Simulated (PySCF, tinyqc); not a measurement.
Starting guesses with DIIS over 6 matrices: SCF starting guesses in the sto-3g basis, for LiH, spin multiplicity 1. Computed by the program tinyqc with PySCF. RHF with one setting changed at a time; a run stops when the energy changes by less than 1e-09 hartree and the error matrix is below 1e-5. Starts: the lowest orbitals of the core Hamiltonian, of the Wolfsberg-Helmholz matrix (K = 1.75), projected atomic densities, random orbitals, and the highest orbitals of the core Hamiltonian (a deliberately bad start).

Geometry (angstrom):

| atom | x | y | z |
|---|---|---|---|
| Li | 0.0000 | 0.0000 | 0.0000 |
| H | 0.0000 | 0.0000 | 2.1250 |

lowest restricted solution found by these runs and by PySCF = -7.816877 hartree

Largest element of the error matrix X^T (FDS - SDF) X:

| iteration | core | Wolfsberg-Helmholz | atomic densities | random | highest core orbitals |
|---|---|---|---|---|---|
| 1 | 1.8e-01 | 4.2e-02 | 1.0e-01 | 2.0e+00 | 1.3e-01 |
| 2 | 2.0e-02 | 2.6e-02 | 7.9e-02 | 1.7e-01 | 1.8e-01 |
| 3 | 6.4e-03 | 1.1e-02 | 3.2e-02 | 2.7e-02 | 2.6e-01 |
| 4 | 2.8e-03 | 1.1e-03 | 5.8e-03 | 9.1e-03 | 1.4e-01 |
| 5 | 7.8e-05 | 9.8e-05 | 8.4e-04 | 2.8e-03 | 2.4e-01 |
| 6 | 2.1e-05 | 4.3e-05 | 6.1e-05 | 2.2e-04 | 2.1e-01 |
| 8 | - | 8.0e-08 | 2.0e-08 | 1.1e-05 | 8.1e-02 |
| 10 | - | - | - | - | 7.2e-03 |
| 14 | - | - | - | - | 6.4e-09 |

How each run ends:

| run | iterations | E (hartree) | state |
|---|---|---|---|
| core | 7 | -7.816877 | lowest found |
| Wolfsberg-Helmholz | 8 | -7.816877 | lowest found |
| atomic densities | 8 | -7.816877 | lowest found |
| random | 9 | -7.816877 | lowest found |
| highest core orbitals | 14 | -7.816877 | lowest found |

What does the comparison show, and why?

5 of 5 runs reach the lowest restricted solution found, in 7 to 14 iterations (fastest: core). The first errors are 2e-01, 4e-02, 1e-01, 2e+00, 1e-01. The restricted reference is unstable here: a spin-polarised solution lies 0.0017 hartree lower (PySCF), so results built on it describe a poor reference.
